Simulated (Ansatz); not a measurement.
How far each method lies from full CI for HNB, doublet

Geometry: a point of a stretch scan, not a stationary point.

```xyz
3

B     0.0000    0.0000    1.2535
N     0.0000    0.0000   -0.1305
H     0.0000    0.0000   -1.1231
```

Basis 6-31G; Ansatz 0.2.0. Correlated methods freeze the noble-gas cores, which leaves 9 electrons in 18 orbitals. Prefix R: restricted or restricted open-shell reference; prefix U: unrestricted. Active spaces: valence = (9e, 9o) chosen from the atoms' valence shells; pair = (3e, 3o) about the gap.

Full CI is exact within this basis and frozen core; it isn't the basis-set limit. The frozen core follows each run's orbitals, which can shift R against U totals by a few meV.

Unrestricted rows (U) aren't spin-pure: their determinants' ⟨S²⟩ exceeds S(S+1) by up to 0.38, so they mix in states of higher spin. For open shells CISD and CISDTQ are restricted-active-space CI with the open shells as a complete middle space.

```
UHF ⟨S²⟩                          : 1.127
T1 diagnostic (RCCSD)             : 0.0441
largest doubles amplitude (RCCSD) : 0.106
T1 diagnostic (UCCSD)             : 0.0595
```

```json
{"level": "RHF", "E − E(full CI) (kJ/mol)": "504.6", "share of correlation (%)": "0.00", "wall time": "–"}
{"level": "UHF", "E − E(full CI) (kJ/mol)": "471.2", "share of correlation (%)": "6.61", "wall time": "–"}
{"level": "RMP2", "E − E(full CI) (kJ/mol)": "53.9", "share of correlation (%)": "89.32", "wall time": "–"}
{"level": "UMP2", "E − E(full CI) (kJ/mol)": "83.6", "share of correlation (%)": "83.43", "wall time": "–"}
{"level": "CISD", "E − E(full CI) (kJ/mol)": "59.9", "share of correlation (%)": "88.12", "wall time": "0.48 s"}
{"level": "RCCSD", "E − E(full CI) (kJ/mol)": "26.6", "share of correlation (%)": "94.72", "wall time": "–"}
{"level": "UCCSD", "E − E(full CI) (kJ/mol)": "26.4", "share of correlation (%)": "94.76", "wall time": "–"}
{"level": "RCCSD(T)", "E − E(full CI) (kJ/mol)": "3.6", "share of correlation (%)": "99.29", "wall time": "0.48 s"}
{"level": "UCCSD(T)", "E − E(full CI) (kJ/mol)": "8.5", "share of correlation (%)": "98.32", "wall time": "0.63 s"}
{"level": "BCCD(T)", "E − E(full CI) (kJ/mol)": "4.7", "share of correlation (%)": "99.07", "wall time": "0.54 s"}
{"level": "RCCSDT", "E − E(full CI) (kJ/mol)": "0.9", "share of correlation (%)": "99.82", "wall time": "–"}
{"level": "UCCSDT", "E − E(full CI) (kJ/mol)": "1.2", "share of correlation (%)": "99.77", "wall time": "–"}
{"level": "CISDTQ", "E − E(full CI) (kJ/mol)": "3.8", "share of correlation (%)": "99.24", "wall time": "5 s"}
{"level": "RCCSDT(Q)", "E − E(full CI) (kJ/mol)": "0.1", "share of correlation (%)": "99.98", "wall time": "3.2 s"}
{"level": "UCCSDT(Q)", "E − E(full CI) (kJ/mol)": "-1.3", "share of correlation (%)": "100.26", "wall time": "3.1 s"}
{"level": "RCCSDTQ", "E − E(full CI) (kJ/mol)": "0.0", "share of correlation (%)": "99.99", "wall time": "32 s"}
{"level": "CASSCF (pair space)", "E − E(full CI) (kJ/mol)": "429.7", "share of correlation (%)": "14.83", "wall time": "–"}
{"level": "NEVPT2 (pair space)", "E − E(full CI) (kJ/mol)": "53.0", "share of correlation (%)": "89.50", "wall time": "0.24 s"}
{"level": "MRCISD (pair space)", "E − E(full CI) (kJ/mol)": "48.3", "share of correlation (%)": "90.44", "wall time": "–"}
{"level": "MRCISD+Q (pair space)", "E − E(full CI) (kJ/mol)": "12.8", "share of correlation (%)": "97.46", "wall time": "0.48 s"}
{"level": "CASSCF (valence space)", "E − E(full CI) (kJ/mol)": "113.0", "share of correlation (%)": "77.61", "wall time": "–"}
{"level": "NEVPT2 (valence space)", "E − E(full CI) (kJ/mol)": "35.0", "share of correlation (%)": "93.07", "wall time": "2.4 s"}
{"level": "MRCISD (valence space)", "E − E(full CI) (kJ/mol)": "6.6", "share of correlation (%)": "98.69", "wall time": "–"}
{"level": "MRCISD+Q (valence space)", "E − E(full CI) (kJ/mol)": "4.3", "share of correlation (%)": "99.15", "wall time": "3.7 s"}
```

The correlation energy at full CI, counted from RHF, is -5.229 eV. That run took 62 s on 1 thread of Arm Neoverse V2, shared host over 6,551,776 determinants.

Times hold each run's SCF and search for its determinant on a shared host, so for small cases they say little of a method's own cost; they ran on 1 thread of Arm Neoverse V2.

Not variational, and here over 5 meV under the exact energy: UCCSDT(Q).

The full-CI state has the irrep A1 of C2v, in the program's axes (one component, if the state is degenerate).

Natural occupations of full CI about the gap: 1.978 1.964 1.901 1.901 0.998 0.089 0.089 0.027 0.020 0.008; effectively unpaired electrons, Σ n²(2−n)², 1.14.
